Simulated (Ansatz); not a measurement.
Reaction (SMILES): N#N (N2) + H+ → [NH+]#N
B3LYP-D3(BJ)/def2-TZVP geometries, fixed; electronic energies without zero-point terms; positive where energy is released.

Basis-set convergence of the proton affinity at PBE with Ansatz (a first-principles code). Cartesian d functions, on some or all atoms, in 6-31G*, 6-31+G*; all else is spherical. The program fits the integrals of some runs and decomposes those of others, by size. No added dispersion term, no relativity. Functions are those of the species that has most. Reference: the value in pcseg-4, 124.30 kcal/mol, itself unsure by roughly 0.12 kcal/mol (its mean distance from aug-pcseg-3, aug-cc-pVQZ, cc-pV5Z). Deviations are taken from unrounded values.

```
basis        functions  proton affinity (kcal/mol)
-----------  ---------  --------------------------
6-31G*              32                      123.55
6-31+G*             40                      120.71
cc-pVDZ             33                      126.75
aug-cc-pVDZ         55                      122.18
def2-SVP            33                      125.98
def2-SVPD           48                      124.12
pcseg-1             33                      122.87
aug-pcseg-1         55                      121.05
6-311G**            42                      125.40
6-311+G**           50                      123.34
def2-TZVP           68                      124.18
def2-TZVPD          83                      123.88
cc-pVTZ             74                      125.35
aug-cc-pVTZ        115                      124.06
pcseg-2             74                      124.37
aug-pcseg-2        115                      124.16
def2-TZVPP          76                      124.62
def2-TZVPPD         91                      124.29
cc-pVQZ            140                      124.91
aug-cc-pVQZ        206                      124.26
def2-QZVPP         144                      124.71
def2-QZVPPD        159                      124.24
pcseg-3            153                      124.48
aug-pcseg-3        219                      124.23
```

What the diffuse functions change, pair by pair:
- 6-31G* to 6-31+G*: 8 more functions, deviation -0.75 to -3.59 kcal/mol
- cc-pVDZ to aug-cc-pVDZ: 22 more functions, deviation 2.45 to -2.12 kcal/mol
- def2-SVP to def2-SVPD: 15 more functions, deviation 1.68 to -0.18 kcal/mol
- pcseg-1 to aug-pcseg-1: 22 more functions, deviation -1.43 to -3.25 kcal/mol
- 6-311G** to 6-311+G**: 8 more functions, deviation 1.10 to -0.96 kcal/mol
- def2-TZVP to def2-TZVPD: 15 more functions, deviation -0.12 to -0.42 kcal/mol
- cc-pVTZ to aug-cc-pVTZ: 41 more functions, deviation 1.05 to -0.23 kcal/mol
- pcseg-2 to aug-pcseg-2: 41 more functions, deviation 0.07 to -0.14 kcal/mol
- def2-TZVPP to def2-TZVPPD: 15 more functions, deviation 0.32 to -0.01 kcal/mol
- cc-pVQZ to aug-cc-pVQZ: 66 more functions, deviation 0.61 to -0.04 kcal/mol
- def2-QZVPP to def2-QZVPPD: 15 more functions, deviation 0.41 to -0.06 kcal/mol
- pcseg-3 to aug-pcseg-3: 66 more functions, deviation 0.18 to -0.07 kcal/mol

They bring the value nearer the reference by more than 0.12 kcal/mol in 7 of 12 pairs.
